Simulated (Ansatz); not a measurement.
# C2H6O: the cost of one run

Method: the levels named in each step, in Ansatz 0.2.0.

## Step 1: Starting point

Bond lengths: C1–C2 1.525 Å, C2–O3 1.409 Å, C1–H4 1.086 Å, C1–H5 1.087 Å, C1–H6 1.089 Å, C2–H7 1.101 Å, C2–H8 1.092 Å, O3–H9 0.964 Å. Angles: C1–C2–O3 112.8°, C1–C2–H7 109.7°, C1–C2–H8 110.3°, O3–C2–H7 110.2°, O3–C2–H8 105.3°, H7–C2–H8 108.3°, C2–C1–H4 109.9°, C2–C1–H5 110.2°, C2–C1–H6 110.5°, H4–C1–H5 108.9°, H4–C1–H6 108.6°, H5–C1–H6 108.6°, C2–O3–H9 108.6°.

Structure file:

```xyz
9

C    -1.2616    0.1485    0.2777
C    -0.0019   -0.4392   -0.3503
O     1.1658    0.2631    0.0069
H    -2.1341   -0.4095   -0.0501
H    -1.3773    1.1886   -0.0170
H    -1.2050    0.0993    1.3645
H     0.0916   -1.5001   -0.0716
H    -0.0557   -0.3733   -1.4394
H     1.2309    0.2818    0.9684
```

## Step 2: A rough first relaxation, PBE-D4/def2-SVP

This run stands in another session on the same molecule. It ended at:

```xyz
9

C    -1.2609    0.1465    0.2727
C     0.0105   -0.4338   -0.3418
O     1.1781    0.2933   -0.0024
H    -2.1632   -0.4076   -0.0607
H    -1.3791    1.2125   -0.0092
H    -1.2302    0.0897    1.3826
H     0.0985   -1.5173   -0.0713
H    -0.0564   -0.3975   -1.4503
H     1.2554    0.2735    0.9695
```

## Step 3: Relaxation, B2PLYP/def2-TZVPP

File input.yaml:

```yaml
crystal:
  periodic: [false, false, false]
  atoms:
    - { symbol: C, position_ang: [-1.26094342, 0.14647507, 0.27266082] }
    - { symbol: C, position_ang: [0.01051587, -0.43382767, -0.3417619] }
    - { symbol: O, position_ang: [1.17813472, 0.29332115, -0.00235354] }
    - { symbol: H, position_ang: [-2.16320771, -0.40757719, -0.06069017] }
    - { symbol: H, position_ang: [-1.37909211, 1.21249621, -0.00920675] }
    - { symbol: H, position_ang: [-1.23015609, 0.08969064, 1.38263016] }
    - { symbol: H, position_ang: [0.09851255, -1.51731054, -0.07130127] }
    - { symbol: H, position_ang: [-0.05640173, -0.39753556, -1.45033247] }
    - { symbol: H, position_ang: [1.2554079, 0.27353789, 0.96947511] }
basis:
  gaussian: { orbitals: def2-TZVPP }
hamiltonian:
  xc: { name: B2PLYP }
relax:
  f_tol: 0.002
  max_steps: 150
```

Started as:

```sh
ansatz run input.yaml --threads 4 --pin off --max-ram 10240MiB --backend cpu --events-out ev --progress --plain --runs-dir out
```

Q: Estimate wall time and peak memory on 4 threads of Intel Xeon at 2.50GHz (Skylake/Cascade Lake), shared host.

About 88 s, with a peak of 0.61 GiB.
